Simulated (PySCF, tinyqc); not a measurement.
Starting guesses with plain Roothaan steps: SCF starting guesses in the sto-3g basis, for BH, spin multiplicity 1. Computed by the program tinyqc with PySCF. 

Geometry (angstrom):
```
atom       x       y       z
B     0.0000  0.0000  0.0000
H     0.0000  0.0000  1.2480
```

lowest restricted solution found by these runs and by PySCF = -24.752342 hartree

RHF with one setting changed at a time; a run stops when the energy changes by less than 1e-09 hartree and the error matrix is below 1e-5. Starts: the lowest orbitals of the core Hamiltonian, of the Wolfsberg-Helmholz matrix (K = 1.75), projected atomic densities, random orbitals, and the highest orbitals of the core Hamiltonian (a deliberately bad start).

Largest element of the error matrix X^T (FDS - SDF) X:
```
iteration     core  Wolfsberg-Helmholz  atomic densities   random  highest core orbitals
1          7.1e-01             2.3e-01           5.4e-01  5.0e+00                2.0e-01
2          7.6e-02             7.9e-02           1.1e-01  2.3e-01                5.5e-01
3          1.5e-02             3.9e-02           1.6e-02  1.1e-01                3.9e-01
4          3.8e-03             1.6e-02           4.6e-03  8.3e-02                5.6e-02
5          1.1e-03             6.7e-03           1.4e-03  5.8e-02                9.5e-03
6          3.3e-04             2.7e-03           4.2e-04  3.9e-02                3.8e-03
8          3.1e-05             4.1e-04           3.9e-05  1.7e-02                6.0e-04
10         2.9e-06             6.0e-05           3.6e-06  7.6e-03                9.0e-05
14               -                   -                 -  1.4e-03                      -
20               -                   -                 -  1.2e-04                      -
```

How each run ends:
```
run                    iterations  E (hartree)         state
core                           10   -24.752342  lowest found
Wolfsberg-Helmholz             13   -24.460412        higher
atomic densities               10   -24.752342  lowest found
random                         27   -24.752342  lowest found
highest core orbitals          13   -24.460412        higher
```

3 of 5 runs reach the lowest restricted solution found, in 10 to 27 iterations (fastest: core, atomic densities). Ending on a higher stationary point: Wolfsberg-Helmholz, highest core orbitals; a small error matrix cannot reveal that, and an occupation fixed by the start is kept by symmetry or by the shape of the basin. The first errors are 7e-01, 2e-01, 5e-01, 5e+00, 2e-01; the deliberately bad start has the smallest one, so a small first error does not mark a good start. The restricted reference is unstable here: a spin-polarised solution lies 0.0105 hartree lower (PySCF), so results built on it describe a poor reference.
